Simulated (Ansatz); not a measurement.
# C3H5FO2: the cost of one run

Method: UKS B3LYP/STO-3G, in Ansatz 0.2.0.

## (1) The starting structure

Bond lengths: O1–C2 1.239 Å, C2–C3 1.545 Å, C3–O4 1.326 Å, O4–C5 1.410 Å, C5–F6 1.384 Å, C2–H7 1.129 Å, C3–H8 1.074 Å, C3–H9 1.138 Å, C5–H10 1.065 Å, C5–H11 1.084 Å. Angles (14 of 16 angles, heavy atoms first): O1–C2–C3 127.0°, C2–C3–O4 116.0°, C3–O4–C5 118.0°, O4–C5–F6 106.2°, O1–C2–H7 116.9°, C3–C2–H7 116.1°, C2–C3–H8 103.3°, C2–C3–H9 106.8°, O4–C3–H8 113.1°, O4–C3–H9 113.1°, O4–C5–H10 110.0°, O4–C5–H11 110.7°, F6–C5–H10 109.1°, F6–C5–H11 107.4°.

Coordinates:

```xyz
11

O     1.4416   -1.4002   -0.7090
C     1.2326   -0.9175    0.4131
C    -0.0694   -0.2525    0.9112
O    -1.0609   -0.1850    0.0326
C    -0.9099    0.6808   -1.0695
F    -0.5918    1.9210   -0.5445
H     2.0777   -0.9755    1.1597
H    -0.3196   -0.8247    1.7849
H     0.2209    0.7632    1.3353
H    -0.1091    0.3478   -1.6884
H    -1.8468    0.7856   -1.6049
```

## (2) Preparing the start

Contents of input.yaml:

```yaml
crystal:
  periodic: [false, false, false]
  atoms:
    - { symbol: O, position_ang: [1.4416, -1.4002, -0.709] }
    - { symbol: C, position_ang: [1.2326, -0.9175, 0.4131] }
    - { symbol: C, position_ang: [-0.0694, -0.2525, 0.9112] }
    - { symbol: O, position_ang: [-1.0609, -0.185, 0.0326] }
    - { symbol: C, position_ang: [-0.9099, 0.6808, -1.0695] }
    - { symbol: F, position_ang: [-0.5918, 1.921, -0.5445] }
    - { symbol: H, position_ang: [2.0777, -0.9755, 1.1597] }
    - { symbol: H, position_ang: [-0.3196, -0.8247, 1.7849] }
    - { symbol: H, position_ang: [0.2209, 0.7632, 1.3353] }
    - { symbol: H, position_ang: [-0.1091, 0.3478, -1.6884] }
    - { symbol: H, position_ang: [-1.8468, 0.7856, -1.6049] }
magnetization:
  spin_polarized: true
basis:
  gaussian: { orbitals: STO-3G }
hamiltonian:
  xc: b3lyp
relax:
  f_tol: 0.02
  max_steps: 40
```

On the command line:

```sh
$ ansatz run input.yaml --threads 1 --pin off --max-ram 2048MiB --backend cpu --events-out ev --progress --plain --runs-dir out
```

What time and memory should one allow on 1 thread of an Arm CPU, shared host?

About 36 s, with a peak of 0.14 GiB.
